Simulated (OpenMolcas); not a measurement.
# Potential curves of CN⁺: spin–orbit levels

Computed with OpenMolcas 26.06: state-averaged CASSCF(8,8) over N 2s 2p, C 2s 2p, XMS-CASPT2 (IPEA 0.25, imaginary shift 0.2 hartree), scalar X2C, ANO-RCC-VTZP, then RASSI spin–orbit state interaction with atomic mean-field integrals. C2 symmetry about the axis (a holds Σ, Δ, Γ; b holds Π, Φ, H; Σ⁺ and Σ⁻ are not told apart); roots by multiplicity and irrep: 3b 4, 1a 4, 1b 2, 3a 2, 5b 2, 5a 1.

XMS-CASPT2 energies with spin–orbit state interaction in eV from the lowest point. Curves are followed by energy order within each symmetry, so they are adiabatic and may change character at avoided crossings; for Ω = 0 the + and − levels are counted together.

```json
{"R (Å)": "1.060", "(1)Ω=0": "0.961", "(1)Ω=2": "2.169", "(1)Ω=1": "1.945", "(2)Ω=0": "1.945", "(2)Ω=2": "5.480"}
{"R (Å)": "1.121", "(1)Ω=0": "0.212", "(1)Ω=2": "0.976", "(1)Ω=1": "0.980", "(2)Ω=0": "0.983", "(2)Ω=2": "4.321"}
{"R (Å)": "1.177", "(1)Ω=0": "0.000", "(1)Ω=2": "0.424", "(1)Ω=1": "0.427", "(2)Ω=0": "0.431", "(2)Ω=2": "3.553"}
{"R (Å)": "1.232", "(1)Ω=0": "0.087", "(1)Ω=2": "0.217", "(1)Ω=1": "0.220", "(2)Ω=0": "0.223", "(2)Ω=2": "2.897"}
{"R (Å)": "1.294", "(1)Ω=0": "0.269", "(1)Ω=2": "0.263", "(1)Ω=1": "0.266", "(2)Ω=0": "0.269", "(2)Ω=2": "2.512"}
{"R (Å)": "1.355", "(1)Ω=0": "0.504", "(1)Ω=2": "0.498", "(1)Ω=1": "0.501", "(2)Ω=0": "0.504", "(2)Ω=2": "2.367"}
{"R (Å)": "1.441", "(1)Ω=0": "1.010", "(1)Ω=2": "1.004", "(1)Ω=1": "1.007", "(2)Ω=0": "1.010", "(2)Ω=2": "2.440"}
{"R (Å)": "1.552", "(1)Ω=0": "1.700", "(1)Ω=2": "1.765", "(1)Ω=1": "1.700", "(2)Ω=0": "1.771", "(2)Ω=2": "2.787"}
{"R (Å)": "1.725", "(1)Ω=0": "2.458", "(1)Ω=2": "2.852", "(1)Ω=1": "2.458", "(2)Ω=0": "2.858", "(2)Ω=2": "3.542"}
```

The 5 lowest clean curves are shown; the next is (1)Ω=3, from 3.74 eV. Left out for impure symmetry, kinks or missing points, though low: (2)Ω=1, (3)Ω=0, (4)Ω=0, (3)Ω=1, (5)Ω=0, (4)Ω=1, (6)Ω=0, (5)Ω=1, (7)Ω=0, (8)Ω=0, (3)Ω=2. Only roots inside an energy window near the equilibrium distance were included, so the list of states is not complete; labels number the states computed. Each spin and symmetry block has orbitals of its own, averaged over its own roots, so gaps between blocks are less sure than gaps within one and near the minimum can be off by tenths of an eV, in bad cases by more. No Rydberg orbitals are active, so Rydberg states, and σ→σ* states whose orbital the CASSCF left unused, can be missing between those listed. CASPT2 splits the two components of degenerate states numerically, here by up to 70 cm⁻¹. Points that failed a check (symmetry, reference weights, a jump) are left out.
